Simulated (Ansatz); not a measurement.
The input, for Ansatz 0.2.0:

```yaml
crystal:
  periodic: [false, false, false]
  atoms:
    - {symbol: Al, position_ang: [-1.905927, 0.025233, 0.000000]}
    - {symbol: H, position_ang: [-2.698850, 1.398618, 0.000000]}
    - {symbol: H, position_ang: [-2.698851, -1.348151, 0.000000]}
    - {symbol: H, position_ang: [0.484073, 0.025233, 0.000000]}
    - {symbol: Si, position_ang: [1.924073, 0.025233, 0.000000]}
    - {symbol: H, position_ang: [2.320507, -1.454280, 0.000000]}
basis:
  gaussian: {orbitals: STO-3G}
magnetization: {spin_polarized: false, initial_magnetization: 1}
correlation: {method: fic_nevpt4_sd, electrons: all, active_space: {window: {electrons: 1, orbitals: 2}, states: [{multiplicity: 2, weights: [1, 1, 1, 1]}]}}
scf: {lower_state_search: off}
```

```sh
$ ansatz run in.yaml --threads 1 --pin off --events-out ev --progress --plain --max-ram 2393MiB
```

The program prints:

```
these checks for a lower state are left out or cut short: stability, starts, cluster_reference, orbital_swaps, neighbouring_geometries, increment
351 factors; integrals over basis functions are off by at most 2.8e-8 eV
mean field evaluation 1: about -14331.6353 eV, gradient 1.1e1 eV
mean field evaluation 2: about -14331.6507 eV, gradient 1.1e1 eV
mean field evaluation 4: about -14332.8483 eV, gradient 8.0e-1 eV
mean field evaluation 8: about -14332.8589 eV, gradient 3.7e-5 eV
mean field -14332.85888483 eV, -526.7228488569 hartree, gradient 1.5e-6 eV, S^2 0.750000; 0 other end points of the search recorded, 0 dependent functions left out
reference -14332.85888483 eV, -526.7228488569 hartree; 16, 15 occupied and 6, 7 virtual orbitals, 351 factors
Error: 4 states are sought, and the space of determinants holds 2 states of this symmetry and spin
```

The run gave no result to rely on (stopped by an error).

Ran on 1 thread of Arm Neoverse V1, shared host: 0.12 s wall, 0.19 GiB peak host memory.
